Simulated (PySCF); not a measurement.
**Nuclear quadrupole coupling in `F[BH2-][PH3+]`**

BFH5P.
Structure used (PBE0-D3(BJ)/def2-SVP), in Å, numbered top down from 1:
```xyz
8
BFH5P angstrom
F      1.802    0.137   -1.096
B      1.176   -0.061    0.109
P     -0.865    0.057   -0.138
H      1.210   -1.200    0.565
H      1.286    0.836    0.938
H     -1.502    1.255   -0.556
H     -1.575   -0.869   -0.945
H     -1.523   -0.147    1.099
```

Field gradients from the PBE0/pcSseg-1 density (PySCF, non-relativistic), principal values in atomic units, ordered |Vxx| ≤ |Vyy| ≤ |Vzz|:

```tsv
atom	Vxx	Vyy	Vzz
B2	-0.0401	-0.2161	0.2562
```

Question: Find the asymmetry η = (Vxx − Vyy)/Vzz and the couplings χ = eQV/h (234.96 MHz × Q in barn × V in au), with Q(11B) = 0.04059 b.

Answer: 
```csv
atom,environment,nucleus,η,χzz (MHz),χxx (MHz),χyy (MHz)
B2,four-coordinate boron,11B,0.69,2.443,-0.383,-2.061
```

Question: What is Vzz at B2 in SI units (1 au = 9.71736 × 10²¹ V/m²)?

Answer: 0.2562 au = 2.489 × 10²¹ V/m².

Question: And the gradient at the other heavy atoms, for which no coupling is worked out here?

Answer: 
| atom | environment | Vzz (au) | η |
| --- | --- | --- | --- |
| F1 | boron-bound fluorine | 1.708 | 0.22 |
| P3 | phosphorus bonded to B and 3 H | -0.990 | 0.01 |

Were the hydrogens deuterons (Q(2H) = 0.00286 b), χzz would run from 114 kHz (H6 and H7) to 124 kHz (H5 and H4).

Geometry: PBE0-D3(BJ)/def2-SVP; no solvent, vibrations or thermal averaging. With so small a basis the couplings can be 20 % off.
